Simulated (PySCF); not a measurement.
`[BH3-][NH3+]`: ΔSCF against reference XPS values

The experiment to reproduce (core binding energies): B 1s of B1 193.73 eV [1]; N 1s of N2 (atom 2) 408.41 eV [1]. Sources and the comparison follow the method.

BH₆N.
Geometry (PBE0-D3(BJ)/def2-TZVP, Å), atoms numbered from 1 in this order:
```xyz
8
BH6N angstrom
B     -0.8201    0.0479    0.1073
N      0.8008   -0.0539   -0.1098
H     -1.3074   -0.4020   -0.9071
H     -1.0529   -0.6229    1.0903
H     -1.0472    1.2277    0.2672
H      1.2973    0.3034    0.7001
H      1.0929    0.4842   -0.9189
H      1.0878   -1.0167   -0.2532
```

Computed with delta-SCF UKS SCAN, pcX-3 on the ionised atom, pcseg-2 elsewhere, spin-free X2C (PySCF). Vertical ΔSCF values, vacuum level as zero.

```csv
atom,environment,level,this calculation (eV),reference (eV),difference (eV),source
B1,four-coordinate boron,B 1s,193.82,193.73,+0.09,[1]
N2,nitrogen bonded to B and 3 H,N 1s,408.07,408.41,-0.34,[1]
```

[1] measured, gas; Beach, A photoelectron spectroscopic study of bonding in inorganic and organometallic compounds, PhD thesis, LBL 1985

Q: How well does this level of theory reproduce the measurements here?

A: Over the 2 different measured values (2 distinct lines) the mean signed difference is -0.13 eV, the mean unsigned one 0.22 eV and the largest 0.34 eV. The calculation is vertical and has no vibrational structure, and measured positions depend on the energy calibration.

Geometry: PBE0-D3(BJ)/def2-TZVP; no solvent, vibrations or thermal averaging.

Time: 13 s wall; peak memory 0.55 GiB. Hardware: one thread, Arm Neoverse V1 (aarch64), no GPU, on a shared host.
